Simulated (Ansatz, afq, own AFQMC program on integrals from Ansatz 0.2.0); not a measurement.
# Where AFQMC and coupled cluster stand for BH$_{4}$⁺, singlet

```tsv
atom	x (Å)	y (Å)	z (Å)
B	0.0000	0.0000	0.0000
H	-0.0156	0.8614	0.8498
H	-0.0213	-0.8500	0.8612
H	0.0213	0.8500	-0.8612
H	0.0156	-0.8614	-0.8498
```

Basis cc-pVDZ. Only valence electrons are correlated. Ansatz 0.2.0 and our own AFQMC program on the same integrals; the CISD trial comes from CCSD amplitudes, and released means the phaseless constraint is let go. Free projection: walkers drawn from exp(T), propagated without any constraint. Its projection time is finite, and what remains of the start isn't in its error. Error bars are statistical, one sigma.

Determinant: RHF, the one that the program's search chose, which needn't be the lowest solution. The geometry is a point of a scan.

Full CI on the same integrals is exact in this basis and with this determinant's frozen core.

- T1 diagnostic: 0.0073
- weight of the determinant in the CISD state: 0.926
- size of the correlated space: 6 electrons in 33 orbitals

| level | correlation energy (eV) |
| --- | --- |
| MP2 | -2.9042 |
| CCSD | -3.6116 |
| CCSD(T) | -3.6853 |

**Question.** Estimate where phaseless AFQMC with the Hartree–Fock trial lies against CCSD(T) on the same integrals.

**Answer.** 2.29 ± 0.74 mEh below CCSD(T).

Reference: full CI, correlation energy -3.705 eV. The released energy is read at 2.40 1/Eh (meV from the phaseless value at times in 1/Eh: -1.9 ± 1.2 at 0.24, -3.9 ± 1.1 at 0.51, -2.6 ± 1.1 at 0.99, -2.2 ± 1.2 at 1.62, -3.1 ± 1.0 at 2.40).

```tsv
level	E − E(reference) (mEh)	share of correlation (%)
CCSD(T)	0.74	99.46
CCSDT	0.19	99.86
CCSDT(Q)	0.04	99.97
CCSDTQ	0.00	100.00
ph-AFQMC/HF	-1.55 ± 0.74	101.14
ph-AFQMC/CISD	0.12 ± 0.04	99.92
released AFQMC	0.00 ± 0.04	100.00
free AFQMC	-0.04 ± 0.05	100.03
```

CCSDT and higher add their correlation energy to the determinant of the CCSD(T) run, since their own runs factorise the integrals more tightly (a shift of under 2 meV). Free projections are given only where their last times agree within the noise and don't stop above the reference; a slow remainder of the start can still hide under it. A walk keeps the symmetry of its determinant, which the program's search chose and which needn't be the lowest solution, so a lower state of the same spin and another symmetry isn't excluded. Released energies are given only where the last usable release times agree within the noise; a slower fall can still hide under it.
